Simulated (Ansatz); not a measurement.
A made-up structure of CH4BN, singlet:

```
7
angstrom
B -0.9938 0.3714 -0.7557
N 0.0369 -0.0141 0.0277
C 0.9833 -0.3675 0.7476
H -2.0343 -0.2126 -0.6634
H 0.4084 0.8675 0.3817
H 1.6964 -1.1290 0.4192
H 1.1404 0.0690 1.7382
```

It is relaxed with PBE-D4/def2-SVP and then PBE0-D4/def2-TZVP (Ansatz 0.2.0). Atoms count as bonded within 1.22 times the sum of their covalent radii (H–H: 0.88 Å). The end point is not checked to be a true minimum.

Question: Does its bonding change? (Judge from chemistry; the calculation decides.)

Answer: Computed: No: no bond forms or breaks.

Where it ends: The first stage lowers the energy by 1.71 eV in 14 steps. It ends as CH₄BN ([BH][NH][CH2]):
```xyz
7
angstrom
B -0.7887 0.1321 -0.9129
N 0.0479 0.2185 0.2133
C 1.0594 -0.4078 0.7975
H -1.9247 -0.2271 -0.8172
H -0.1383 1.1413 0.6175
H 1.3935 -1.3512 0.3974
H 1.5883 0.0788 1.5998
```

Labels in which every atom is bracketed show which atoms are joined, not bond orders.

For scale, one of the runs: PBE0-D4/def2-TZVP relaxation, 117 basis functions, launched by `ansatz run in.yaml --threads 2 --pin off --events-out ev --progress --plain --max-ram 4352MiB`. The run took about 17 s on 2 CPU threads of an Arm Neoverse V1 (shared host).
